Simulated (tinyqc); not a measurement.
Inside a calculation. Method: ROHF in the sto-3g basis, for LiH, spin multiplicity 3. Computed by tinyqc, a small Python program that keeps every step (integrals from PySCF). Settings: charge = 0, multiplicity = 3, basis = sto-3g, energy threshold = 1e-08, iteration cap = 86, orthogonalisation = canonical, start = random, DIIS depth = 0, method = ROHF. Command: `OMP_NUM_THREADS=1 python tinyqc.py 20263 20264 out.jsonl` (the two numbers bound the seeds that draw the settings). One thread of a shared host (Intel(R) Xeon(R) Processor @ 2.60GHz), about 0.1 s of CPU time with the checks.

Geometry (angstrom):
```
atom        x        y        z
Li    0.00000  0.00000  0.00000
H     0.00000  0.00000  2.91600
```

Stop when the energy changes by less than 1e-08 hartree and every element of the error matrix X^T (F D S - S D F) X is below 3e-05.

Course of the cycle:
```
iteration  E (hartree)     change  largest element of the error matrix
1           -5.8504138          -                             1.20e+00
2           -7.7178953  -1.87e+00                             9.97e-02
3           -7.7644186  -4.65e-02                             4.22e-02
4           -7.7765094  -1.21e-02                             1.26e-02
5           -7.7782199  -1.71e-03                             8.76e-03
6           -7.7789000  -6.80e-04                             5.67e-03
7           -7.7791189  -2.19e-04                             3.78e-03
8           -7.7792027  -8.38e-05                             2.46e-03
9           -7.7792337  -3.10e-05                             1.60e-03
10          -7.7792458  -1.21e-05                             1.04e-03
11          -7.7792505  -4.73e-06                             6.75e-04
12          -7.7792524  -1.89e-06                             4.37e-04
13          -7.7792532  -7.60e-07                             2.83e-04
14          -7.7792535  -3.09e-07                             1.83e-04
15          -7.7792536  -1.26e-07                             1.19e-04
16          -7.7792537  -5.19e-08                             7.68e-05
17          -7.7792537  -2.14e-08                             4.97e-05
18          -7.7792537  -8.86e-09                             3.21e-05
19          -7.7792537  -3.68e-09                             2.08e-05
```

Can the last value be used, and what does the course show?

Yes. Converged in 19 iterations. PySCF ROHF in the same basis = -7.7792537 hartree.
